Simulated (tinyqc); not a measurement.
The basis set: RHF and MP2 along a ladder of basis sets, for HF, spin multiplicity 1. Computed by the program tinyqc with PySCF. Command: `OMP_NUM_THREADS=1 python tinyqc.py 112948 112949 out.jsonl`; one thread of a shared host (Intel(R) Xeon(R) Processor @ 2.60GHz), about 1 s.

Geometry (angstrom):

| atom | x | y | z |
|---|---|---|---|
| F | 0.0000 | 0.0000 | 0.0000 |
| H | 0.0000 | 0.0000 | 0.8630 |

Same geometry throughout; the dipole is taken about the origin.

RHF and frozen-core MP2 in a ladder of bases:

| basis | functions | E(RHF) (hartree) | E(MP2 corr) (hartree) | HOMO (eV) | LUMO (eV) | dipole (debye) |
|---|---|---|---|---|---|---|
| sto-3g | 6 | -98.559502 | -0.015070 | -12.6917 | 18.7039 | 1.3419 |
| 3-21g | 11 | -99.453183 | -0.118289 | -16.4183 | 7.8373 | 2.1004 |
| 6-31g | 11 | -99.979161 | -0.124751 | -17.3047 | 6.1093 | 2.2198 |
| 6-31g** | 19 | -100.008286 | -0.179535 | -17.2112 | 6.4063 | 1.8826 |
| cc-pvdz | 19 | -100.017628 | -0.199259 | -17.2668 | 5.2949 | 1.8415 |
| aug-cc-pvdz | 32 | -100.031856 | -0.219121 | -17.8622 | 1.0137 | 1.8277 |
| cc-pvtz | 44 | -100.056735 | -0.269140 | -17.6606 | 4.1094 | 1.8384 |

From cc-pVDZ to cc-pVTZ the RHF energy falls by 39.1 mhartree and the correlation energy by 69.9. If valence correlation converges as X^-3, (27 E(T) - 8 E(D))/19 gives -0.2986 hartree, a rough estimate from such small X that usually falls short; STO-3G holds about 5 % of it. Beyond STO-3G the LUMO moves by 6.8 eV and the HOMO by 1.4 eV; diffuse functions lower the positive LUMO sharply, since an unbound virtual level tracks the most diffuse function.
